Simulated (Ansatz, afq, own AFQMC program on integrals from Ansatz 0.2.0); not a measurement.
AFQMC on a folder of integrals that Ansatz 0.2.0 wrote.

```yaml
crystal:
  periodic: [false, false, false]
  atoms:
    - {symbol: Cu, position_ang: [0.000000, 0.000000, 0.000000]}
    - {symbol: Cl, position_ang: [0.000000, 0.000000, 2.075895]}
basis:
  gaussian: {orbitals: def2-SVP}
magnetization: {spin_polarized: false}
correlation: {method: ccsd_t, electrons: outside_noble_gas, hamiltonian_folder: ham}
```

```sh
$ ansatz run in.yaml --threads 1 --pin off --events-out ev --progress --plain --max-ram 1843MiB
```

afq runs on the folder ham with

```
--method phaseless --trial cisd --walkers 60 --populations 1 --least-time 40 --time-step 0.005 --steps-per-block 50 --equilibration-blocks 40 --max-blocks 300 --target-error 0.00051 --factor-cut 1e-05 --seed 97 --release-times 0.24,0.5,1,1.5 --release-step 0.02 --release-every 4 --taylor-order 6
```

Times are imaginary, in 1/Eh. The walk had a cap of 615 s.

Output of the walk:

```
orbitals 35  electrons 9 9  factors 291 of 506
reference energy -2098.10046952 Eh
CCSD correlation -0.40819540 Eh in 15 cycles, weight of the determinant in the CISD state 0.8787
energy of the start -2098.508665 Eh
 block  time / (1/Eh)  mean weight  energy / Eh
     1     0.250  0.9962  -2098.505159
     2     0.500  0.9952  -2098.511381
     3     0.750  0.9982  -2098.517819
     4     1.000  1.0024  -2098.530325
     5     1.250  1.0025  -2098.520444
    10     2.500  0.9988  -2098.526618
    49    12.250  0.9986  -2098.511257
    89    22.250  0.9954  -2098.517706
   129    32.250  0.9986  -2098.527978
   169    42.250  1.0002  -2098.528526
   185    46.250  1.0014  -2098.501857
   209    52.250  1.0006  -2098.545191
   249    62.250  1.0012  -2098.523696
   289    72.250  0.9988  -2098.520010
   329    82.250  0.9993  -2098.534063
   337    84.250  1.0028  -2098.542105
blocks merged  error / Eh  count
     1  0.000652  300
     2  0.000726  150
     4  0.000836  75
     8  0.000999  37
    16  0.001114  18
    32  0.001212  9
released: time / (1/Eh)  energy / Eh  error  mean overlap
  0.24  -2098.523949  0.001327  0.9926
  0.50  -2098.524537  0.001688  0.9903
  1.00  -2098.521278  0.003325  0.9917
  1.50  -2098.526193  0.005469  0.9796
energy -2098.522284 +/- 0.001114 Eh
(rows thinned)
```

The run passed its tests (sampling time, drift between the halves within three errors, error under three times the target), which doesn't prove that it has relaxed. The second half of the sampling lies below the first by 1.8 errors of their difference, so the energy may still be moving and its error bar be too small.

Against this walk (error 30.3 meV) on the same determinant: CCSD(T) 6.1 meV lower (within the noise). The error is statistical and leaves out the bias of the constraint. None of these is a sure reference here. The released energies get too noisy after the second time (errors over twice the walk's own, or jumping) (meV from the phaseless value at times in 1/Eh: -45 ± 36 at 0.24, -61 ± 46 at 0.50, 27 ± 90 at 1.00, -106 ± 149 at 1.50), so they give no level.

Cautions: constraint bias not in the error; error above the target (30.3 against 13.9 meV); no relativity below Rb; outer-core shells of the metal frozen.

The walk took 4.8 min on 1 thread of Intel Xeon Platinum 8488C, on a shared host. The log's last line is the phaseless energy.

A walk keeps the symmetry of its determinant, which the program's search chose and which needn't be the lowest solution, so a lower state of the same spin and another symmetry isn't excluded.
